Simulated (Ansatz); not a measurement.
# Heating and cooling a random packing of Li8CaCl10

A packing of 19 atoms, thrown in at random and pushed apart as soft spheres with like charges further apart (1 Ca, 10 Cl, 8 Li) went through Langevin stages in a fixed cell of 22.55 Å³/atom, at one k point, without spin and with a Fermi–Dirac width of kT (0.05 eV at least). The calculation used DFT PBE, scalar-relativistic, plane waves, PAW (Ansatz 0.2.0).

```
thermostat (K) duration (fs) friction (1/fs) cutoff (eV) mean T (K) mean P (GPa) mean square displacement (Å²)
          1600             36            0.030          320        2328           4.9                           0.33
          1600            375            0.030          420        1859           3.7                           2.58
          1150            375            0.030          420        1128           2.6                           1.17
           640            375            0.030          420         684           1.3                           1.09
           300            375            0.030          420         291           0.6                           0.20
```

Means run over the second half of a stage; pressure includes the kinetic part; displacements count from the stage's start, the atoms' common shift taken off. In so short a run the atoms moved about a bond length or less in the hot stages, so this is an annealed packing, not a quenched equilibrium liquid.

Cell and atoms were then relaxed on coarser meshes and computed once more: Cutoff 420 eV; k points 3×3×3 on the computed 19-atom cell (Γ-centred); Gaussian smearing, width 0.02 eV; no spin polarisation.

What structure is left?

One draw of many: 22.45 Å³/atom with a gap on the mesh of 5.40 eV, 1.89 eV/atom below the elements' standard states (static lattices, no corrections for gases) (a random packing after short dynamics, relaxed).

Counting as bonded all pairs within 1.2 times the summed covalent radii, but none from a metal cation to another cation:

```json
{"atom → neighbour": "Ca → Cl", "mean count": "6.00", "mean length (Å)": "2.77", "spread (Å)": "0.02"}
{"atom → neighbour": "Cl → Ca", "mean count": "0.60", "mean length (Å)": "2.77", "spread (Å)": "0.02"}
{"atom → neighbour": "Cl → Li", "mean count": "3.40", "mean length (Å)": "2.48", "spread (Å)": "0.10"}
{"atom → neighbour": "Li → Cl", "mean count": "4.25", "mean length (Å)": "2.48", "spread (Å)": "0.10"}
```

Angles between all pairs of such bonds at an atom (mean ± spread): 104 ± 30° at Ca, 106 ± 24° at Cl, 108 ± 24° at Li.

```
CELL_PARAMETERS angstrom
7.90288 0.00830 0.02204
-0.00871 7.25315 -0.03839
0.01878 -0.03584 7.44104
ATOMIC_POSITIONS crystal
Li 0.45334 0.85803 0.60348
Li 0.95910 0.67842 0.50198
Li 0.63614 0.37980 0.25571
Li 0.18525 0.77180 0.01347
Li 0.44698 0.47997 0.85051
Li 0.14392 0.09934 0.28771
Li 0.75839 0.77901 0.89158
Li 0.27451 0.45182 0.41842
Cl 0.93077 0.35803 0.39155
Cl 0.78431 0.92901 0.59682
Cl 0.11898 0.57127 0.76595
Cl 0.19446 0.76333 0.32913
Cl 0.96116 0.99288 0.02521
Cl 0.53923 0.53721 0.53022
Cl 0.46475 0.81618 0.92353
Cl 0.73998 0.44412 0.95444
Cl 0.26915 0.14034 0.59900
Cl 0.35274 0.30313 0.14182
Ca 0.95798 0.23151 0.74235
```

An odd mesh misses points on the zone edge, so a gap read on it can be too wide.

Cost: 6 runs of about 48 core-minutes in all (earlier runs that led there not counted), on Arm Neoverse N1 (shared hosts).